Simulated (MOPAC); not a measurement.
MOPAC input (PM6):

```
PM6 PRECISE GNORM=0.05 LET XYZ GEO-OK AUX(PRECISION=9) THREADS=1
CHN

C    -0.00000000 1   -0.00000000 1   -0.49689011 1
N     0.00000000 1    0.00000000 1    0.64927938 1
H    -0.00000000 1   -0.00000000 1   -1.56361504 1
```

From the last part of the output:

```
                                                       MOPAC v23.2.5 Linux

          FINAL HEAT OF FORMATION =         33.23791 KCAL/MOL =     139.06742 KJ/MOL

          COSMO AREA              =         61.15 SQUARE ANGSTROMS
          COSMO VOLUME            =         43.44 CUBIC ANGSTROMS

          GRADIENT NORM           =          0.03260          =       0.01882 PER ATOM
          IONIZATION POTENTIAL    =         13.125669 EV
          HOMO LUMO ENERGIES (EV) =        -13.126  0.990
          NO. OF FILLED LEVELS    =          5
          MOLECULAR WEIGHT        =         27.0256         POINT GROUP:  C*v

          MOLECULAR DIMENSIONS (Angstroms)

            Atom       Atom       Distance
            H     3    N     2     2.20531
            H     3    N     2     0.00000
            H     3    C     1     0.00000

          SCF CALCULATIONS        =          8

   ATOM   CHEMICAL          X               Y               Z
  NUMBER   SYMBOL      (ANGSTROMS)     (ANGSTROMS)     (ANGSTROMS)

     1       C         -0.00000000  *   0.00000000  *  -0.50164578  *
     2       N          0.00000000  *  -0.00000000  *   0.65114681  *
     3       H         -0.00000000  *  -0.00000000  *  -1.55415957  *

                             CARTESIAN COORDINATES

   1    C       -0.000000000     0.000000000    -0.501645782
   2    N        0.000000000    -0.000000000     0.651146806
   3    H       -0.000000000    -0.000000000    -1.554159573

           Empirical Formula: C H N  =     3 atoms

      MOLECULAR POINT GROUP   :   C*v

                  EIGENVALUES
 -31.89441 -20.64871 -14.11530 -14.11530 -13.12567   0.99034   0.99034   4.16444
   5.48130

              NET ATOMIC CHARGES AND DIPOLE CONTRIBUTIONS

  ATOM NO.   TYPE          CHARGE      No. of ELECS.   s-Pop       p-Pop
    1          C          -0.064155        4.0642     1.16425     2.89990
    2          N          -0.152644        5.1526     1.80516     3.34748
    3          H           0.216800        0.7832     0.78320
 DIPOLE           X         Y         Z       TOTAL
 POINT-CHG.    -0.000    -0.000    -1.941     1.941
 HYBRID        -0.000    -0.000    -0.704     0.704
 SUM           -0.000    -0.000    -2.646     2.646

          ATOMIC ORBITAL ELECTRON POPULATIONS

     Atom    s        px        py        pz
    1  C   1.16425   0.94127   0.94127   1.01737
    2  N   1.80516   1.05873   1.05873   1.23001
    3  H   0.78320

 **********************
 *                    *
 * JOB ENDED NORMALLY *
 *                    *
 **********************

 == MOPAC DONE ==
```

The geometry given is a B3LYP-D3(BJ)/def2-TZVP minimum.
